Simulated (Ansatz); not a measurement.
Total energies of Al(H2O)H3 (AlOH5) from Ansatz at PBE0-D4/def2-TZVP, gas phase (1 Eh = 27.2114 eV = 2625.5 kJ/mol). The reference geometry is relaxed at PBE-D4/def2-TZVP.

```xyz
7

Al    0.0269   -0.3357   -0.8318
O    -0.3697    0.4845    1.0193
H     0.2145    1.2557    1.1399
H    -0.1562   -0.1448    1.7324
H    -1.4380   -0.5843   -1.4257
H     0.8494   -1.6098   -0.2863
H     0.8732    0.9344   -1.3479
```

| state | geometry | energy (Eh) |
| --- | --- | --- |
| charge 0 singlet | reference | -320.49194 |
| charge 1 doublet | reference | -320.12269 |
| free Al atom (doublet) | – | -242.24894 |
| free O atom (triplet) | – | -75.01860 |
| free H atom (doublet) | – | -0.50104 |

Task: Work out the vertical ionisation energy to the doublet.

Result: E(charge 1 doublet) − E(charge 0 singlet) = -320.12269 − (-320.49194) = 0.36925 Eh = 10.05 eV. For comparison, −ε of the highest occupied level is 7.61 eV at this level, 2.44 eV less.

Task: What is the binding energy per atom against free atoms?

Result: Atoms: 1 × (-242.24894) + 1 × (-75.01860) + 5 × (-0.50104) = -319.77274 Eh. Binding: -319.77274 − (-320.49194) = 0.71920 Eh = 19.57 eV, or 2.80 eV for each of 7 atoms (no zero-point energy, no counterpoise term).
